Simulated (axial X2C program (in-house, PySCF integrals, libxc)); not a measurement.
# O₂: from the spin-free to the two-component result

All values were computed with an in-house all-electron X2C program for linear molecules (integrals from PySCF). Spin-free means the one-electron spin-free X2C Hamiltonian; two-component (2c) means X2C with spin–orbit coupling and atomic mean-field two-electron Coulomb and Gaunt terms, so the difference of the two also holds small scalar two-electron terms. Basis: O dyall-av3z [7s6p3d2f] (cores contracted in-house); Gaussian nuclei, density fitting, unrestricted open shells. Masses: O 15.995 u.

Spin-free state: M_S = 1, Λ = 0 (beyond evenly filled blocks: π+α, π-α); fragments O + O.

```json
{"level": "PBE0", "Re (Å)": "1.193", "ωe (cm⁻¹)": "1708.3", "De (eV)": "5.383"}
{"level": "HF", "Re (Å)": "1.159", "ωe (cm⁻¹)": "1961.9", "De (eV)": "1.533"}
{"level": "CCSD", "Re (Å)": "1.201", "ωe (cm⁻¹)": "1659.5", "De (eV)": "4.640"}
{"level": "CCSD(T)", "Re (Å)": "1.212", "ωe (cm⁻¹)": "1576.1", "De (eV)": "4.979"}
{"level": "r2SCAN0", "Re (Å)": "1.187", "ωe (cm⁻¹)": "1744.7", "De (eV)": "4.954"}
{"level": "BLYP", "Re (Å)": "1.230", "ωe (cm⁻¹)": "1487.1", "De (eV)": "5.875"}
{"level": "TPSSh", "Re (Å)": "1.208", "ωe (cm⁻¹)": "1612.2", "De (eV)": "5.209"}
```

Correlated methods: 12 electrons correlated (number of frozen shells: O 1 s), 196 virtual spin orbitals or spinors in MP2, 125 natural virtuals in coupled cluster.

Two-component determinant lowest at the distance of the search:

Ω = 1 (⟨Sz⟩ = 1.00, ⟨Lz⟩ = 0.00 at HF); fragments O + O.

```tsv
level	Re (Å)	ωe (cm⁻¹)	De (eV)
PBE0	1.193	1708.0	5.385
HF	1.159	1961.5	1.536
CCSD	1.201	1660.5	4.641
CCSD(T)	1.212	1576.8	4.967
r2SCAN0	1.187	1744.4	4.957
BLYP	1.230	1486.8	5.876
TPSSh	1.208	1612.0	5.211
```

Problem. From the two tables, how do the constants change at the CCSD(T) level (2c against spin-free)?

Solution. At the CCSD(T) level Re is unchanged within 0.001 Å and ωe increases by 0.7 cm⁻¹; De changes by -0.012 eV.

The state is one determinant whose occupation by symmetry is held fixed; it was picked as the lowest of a PBE0 search that is not exhaustive. De is counted from the lowest determinant-based energies of the atoms at the same level, without counterpoise correction. Density functionals use the spin component along the axis (collinear). CCSD and (T) use frozen natural virtuals with an MP2 correction for the truncation; (T) itself is uncorrected, so its De runs slightly low. A 2c atom that is not at its ground J level misses part of its spin–orbit lowering, and De is too large by that part (0.04 eV or less for light atoms). This holds for PBE0, r2SCAN0, BLYP, TPSSh. The functionals have no current-density term, which raises determinants with orbital currents, atoms included. With several unpaired electrons one determinant need not be a pure state. Open-shell Ω = 0 determinants with evenly filled partner blocks cannot be reached by this program, so the Ω shown need not be the lowest component. This is the Ω = 1 component of a π² triplet; the 0⁺ component is not one determinant and can lie lowest.
